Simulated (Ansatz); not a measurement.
Rock-salt BaS: PBE at its full settings (plane-wave cutoff 520 eV, 10×10×10 k mesh, Fermi–Dirac smearing 0.01 eV, scalar-relativistic PAW data made under PBE) and at cheaper ones, in a cell of 2 atoms with Γ-centred meshes.

```csv
level and setting,lattice parameter a (Å),bulk modulus (GPa)
PBE (Ansatz),6.428,41.7
PBE (300 eV cutoff) (Ansatz),6.429,41.6
PBE (Γ point alone) (Ansatz),7.183,20.0
PBE (2×2×2 k mesh) (Ansatz),___,___
PBE (4×4×4 k mesh) (Ansatz),6.430,41.8
PBE (6×6×6 k mesh) (Ansatz),6.428,41.7
PBE (Fermi-Dirac smearing of 0.3 eV) (Ansatz),6.428,41.6
```

Problem. Some entries are withheld; supply them.

Solution. 
- PBE (2×2×2 k mesh) (Ansatz, a quantum-chemistry and plane-wave program), lattice parameter a (Å): 6.477
- PBE (2×2×2 k mesh) (Ansatz), bulk modulus (GPa): 40.6

Largest shifts from the full settings: lattice constant a +11.7 % (PBE (Γ point alone)), against a difference of +0.61 % of the full result from the reference 6.389 Å (measured, room temperature, not corrected to a static lattice; as tabulated in Lucero et al. (2012), arXiv:1111.4515); bulk modulus -52 % (PBE (Γ point alone)).

Ansatz's density-functional and Hartree–Fock values are scalar-relativistic unless marked +SOC, with PAW data made under PBE.

Run with cheap settings on purpose, which may leave them unconverged: PBE (2×2×2 k mesh), PBE (300 eV cutoff), PBE (4×4×4 k mesh), PBE (6×6×6 k mesh), PBE (Fermi-Dirac smearing of 0.3 eV), PBE (Γ point alone).
